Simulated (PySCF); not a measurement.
Computed shifts of a molecule C2H4O2, PBE/pcSseg-1 in PySCF, GIAO, gas phase, equivalent atoms averaged, in ppm (number of nuclei): ¹³C: 163.8 (1), 54.8 (1). ¹H: 8.21 (1), 4.03 (3). References: ¹³C against TMS (σ = 182.0 ppm); ¹⁷O against H2O (σ = 334.3 ppm); ¹H against TMS (σ = 31.49 ppm), references at their B3LYP-D3(BJ)/def2-TZVP geometries, non-relativistic. The structure is a stationary point at ωB97X-D3(BJ)/def2-SVP. One conformer was computed; it need not be the lowest.

Problem. Pick the molecule that these values belong to.
A. COC=O
B. C1OCO1
C. CC(=O)O

Solution. A, COC=O
